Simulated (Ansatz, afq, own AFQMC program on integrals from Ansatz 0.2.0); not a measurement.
## Atomization energy of SiHO, doublet

```json
{"atom": "Si", "x (Å)": "0.0000", "y (Å)": "0.0310", "z (Å)": "0.6323"}
{"atom": "O", "x (Å)": "0.0000", "y (Å)": "-0.0988", "z (Å)": "-1.0129"}
{"atom": "H", "x (Å)": "0.0000", "y (Å)": "0.7057", "z (Å)": "-1.5397"}
```

Connectivity, by distances: Si–OH.

Atoms in their ground-state spins without spin–orbit coupling (mostly on UHF) minus the molecule (UHF), without zero-point energy. The geometry is a stationary point, not shown to be a minimum.

Basis cc-pVTZ. Only valence electrons are correlated. AFQMC by an in-house program on the Cholesky factors that Ansatz 0.2.0 writes for its CCSD(T) run. The CISD trial takes its coefficients from CCSD amplitudes. Released means that phaseless walkers are propagated on without the constraint, phases kept. Error bars are statistical, one sigma. The errors of all members are added in quadrature.

No full CI on the walks' own integrals is used here; CCSDT(Q) serves as the reference and is uncertain by about the last step of the cluster series. Each member takes its own surest rung, up to full CI.

The best estimate is CCSD(T) at the basis-set limit (CBS: def2-TZVPP and def2-QZVPP, with their diffuse functions for anions and beside diffuse sets, CCSD(T) itself extrapolated) plus the step from CCSD(T) to CCSDT(Q) in cc-pVTZ. Rows without CBS are in cc-pVTZ; B2PLYP and the wave-function rows carry a basis error of their own. Core correlation and relativity beyond core potentials are missing, and ± holds the sampling alone.

Cautions: SiHO (doublet): its ph-AFQMC/CISD value lies 19 ± 6 meV above CCSDT(Q); other spins of the molecule weren't checked.

Best estimate: 9.841 eV.

```json
{"level": "HF", "atomization energy (eV)": "6.378", "error against the best estimate (eV)": "-3.463"}
{"level": "MP2", "atomization energy (eV)": "9.674", "error against the best estimate (eV)": "-0.168"}
{"level": "CCSD", "atomization energy (eV)": "9.180", "error against the best estimate (eV)": "-0.661"}
{"level": "CCSD(T)", "atomization energy (eV)": "9.385", "error against the best estimate (eV)": "-0.456"}
{"level": "CCSDT", "atomization energy (eV)": "9.373", "error against the best estimate (eV)": "-0.469"}
{"level": "CCSDT(Q)", "atomization energy (eV)": "9.389", "error against the best estimate (eV)": "-0.452"}
{"level": "ph-AFQMC/CISD", "atomization energy (eV)": "9.386 ± 0.006", "error against the best estimate (eV)": "-0.456 ± 0.006"}
{"level": "released AFQMC", "atomization energy (eV)": "9.394 ± 0.009", "error against the best estimate (eV)": "-0.447 ± 0.009"}
{"level": "HF/CBS", "atomization energy (eV)": "6.503", "error against the best estimate (eV)": "-3.338"}
{"level": "MP2/CBS", "atomization energy (eV)": "10.137", "error against the best estimate (eV)": "0.295"}
{"level": "CCSD(T)/CBS", "atomization energy (eV)": "9.838", "error against the best estimate (eV)": "-0.003"}
{"level": "PBE", "atomization energy (eV)": "9.956", "error against the best estimate (eV)": "0.115"}
{"level": "r2SCAN", "atomization energy (eV)": "9.722", "error against the best estimate (eV)": "-0.119"}
{"level": "PBE0", "atomization energy (eV)": "9.555", "error against the best estimate (eV)": "-0.287"}
{"level": "B3LYP", "atomization energy (eV)": "9.676", "error against the best estimate (eV)": "-0.166"}
{"level": "wB97M-V", "atomization energy (eV)": "9.807", "error against the best estimate (eV)": "-0.034"}
{"level": "B2PLYP", "atomization energy (eV)": "9.637", "error against the best estimate (eV)": "-0.204"}
```

Correlation beyond CCSD(T) adds 0.003 eV. Going to the basis-set limit adds 0.452 eV at CCSD(T). The perturbative (T) step is worth +0.205 eV. The functionals spread over 0.401 eV; wB97M-V comes nearest and PBE0 is 0.287 eV too low.

Best estimates are given only where the step beyond CCSD(T) is under 0.3 eV and no member's determinant is very poor (T1 over 0.05, or 0.07 for open shells, ⟨S²⟩ too high by 0.3, two states mixed), so the hardest cases are missing from such tables.

The functionals ran in a triple-zeta set and keep a basis error of their own, a few kJ/mol for each bond in atomization energies and more for double hybrids, so close places among them and the extrapolated levels can swap.

CCSDT and higher add their correlation energy to the determinant of the CCSD(T) run, since their own runs factorise the integrals more tightly (a shift of under 2 meV). Each member of a difference takes its own highest rung, so a best estimate needn't equal the limit plus the step of one row. A walk keeps the symmetry of its determinant, which the program's search chose and which needn't be the lowest solution, so a lower state of the same spin and another symmetry isn't excluded. Released energies are given only where the last usable release times agree within the noise; a slower fall can still hide under it.
